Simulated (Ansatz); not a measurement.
The input, for Ansatz 0.2.0:

```yaml
crystal:
  periodic: [false, false, false]
  atoms:
    - {symbol: C, position_ang: [0.000000, 0.000000, 0.000000]}
    - {symbol: Cl, position_ang: [0.000000, 0.000000, 1.644200]}
basis:
  gaussian: {orbitals: cc-pVTZ}
magnetization: {spin_polarized: true, initial_magnetization: 5}
hamiltonian: {xc: {name: wB97M-V}}
output: {orbitals: {seedname: orbitals}}
```

```sh
$ ansatz run in.yaml --threads 1 --pin off --events-out ev --progress --plain --max-ram 2816MiB --backend cpu
```

Roughly how long does this take on 1 thread of AMD EPYC 7R13, shared host, and how much host memory?

2.1 s wall and 0.21 GiB.

```
  # Of w^i u^j: cxij and so on, Table III.
  gx(w, u) = 1 - cx + cx01*u + cx10*w
  gss(w, u) = css00 + css04*u^4 + css10*w + css20*w^2 + css43*w^4*u^3
  gos(w, u) = cos00 + cos10*w + (cos20 + cos21*u)*w^2 + (cos60 + cos61*u)*w^6
      + integral(e_c_pw_mod_opposite_spin*gos(b97_w_opposite, b97_u_opposite)) + vv10(b, c)
440 factors; their error is unknown
78 factors; integrals over basis functions are off by at most 7.1e-5 eV
mean field evaluation 1: about -13539.8999 eV, gradient 2.1e1 eV
mean field evaluation 2: about -13541.4519 eV, gradient 1.7e1 eV
mean field evaluation 4: about -13542.9418 eV, gradient 8.4e-1 eV
mean field evaluation 8: about -13542.9613 eV, gradient 3.5e-2 eV
mean field evaluation 16: about -13543.0020 eV, gradient 1.0e-4 eV
mean field -13543.00197587 eV, -497.6961428366 hartree, gradient 1.5e-5 eV, S^2 8.754171; 0 other end points of the search recorded, 0 dependent functions left out
reference -13543.00200031 eV, -497.6961437349 hartree; 14, 9 occupied and 50, 55 virtual orbitals, 440 factors
Total energy: -13543.00200031 eV, -497.6961437349 hartree
```
